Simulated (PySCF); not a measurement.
Compound: ethynyl isothiocyanate, C3HNS.
Structure used (PBE0-D3(BJ)/def2-TZVP), in Å, numbered top down from 1:
```
atom  x, y, z in Å
C1    -0.9647    1.6102    0.5194
C2    -0.3512    0.6047    0.2689
N3     0.3042   -0.4697   -0.0004
C4     0.8891   -1.4735   -0.2425
S5     1.6584   -2.7960   -0.5605
H6    -1.5115    2.4942    0.7435
```

The closed-shell ground state was solved at several levels (PySCF, density fitting, gas phase, non-relativistic). Geometry: PBE0-D3(BJ)/def2-TZVP; no solvent, vibrations or thermal averaging.

| level | basis functions | total energy (Eh) | HOMO (eV) | LUMO (eV) | gap (eV) | dipole (D) |
| --- | --- | --- | --- | --- | --- | --- |
| B97-2/pcSseg-2 | 201 | -567.8203 | -7.14 | -1.45 | 5.69 | 1.49 |
| PBE0/pcSseg-2 | 201 | -567.5142 | -7.37 | -1.41 | 5.96 | 1.49 |
| wB97X-D/pcSseg-2 | 201 | -567.7806 | -9.06 | 0.26 | 9.32 | 1.56 |

Question: Estimate the row for KT3/pcSseg-2, a basis of 201 functions; the other rows only guide the guess.

Answer: Total energy -573.4046 Eh, HOMO -6.37 eV, LUMO -2.20 eV, gap 4.17 eV, dipole 1.42 D.

Question: Over all these levels, which gives the widest orbital gap and which the narrowest?

Answer: wB97X-D/pcSseg-2 (range-separated hybrid) has the widest, 9.32 eV, and KT3/pcSseg-2 (GGA) the narrowest, 4.17 eV. From the narrowest to the widest the HOMO moves by -2.69 eV and the LUMO by +2.46 eV.

Question: In the pcSseg-2 basis, how does the gap go with the fixed share of exact exchange?

Answer: KT3 (0 %) 4.17 eV; B97-2 (21 %) 5.69 eV; PBE0 (25 %) 5.96 eV. Each rise in the share widens the gap here.

Question: How far do the dipole and the HOMO energy spread over the levels?

Answer: The dipole runs from 1.42 to 1.56 D (mean 1.49 D) and the HOMO from -9.06 to -6.37 eV.

wB97X-D is run here without its empirical dispersion term; that term would change no orbital, density or response property at a fixed geometry.
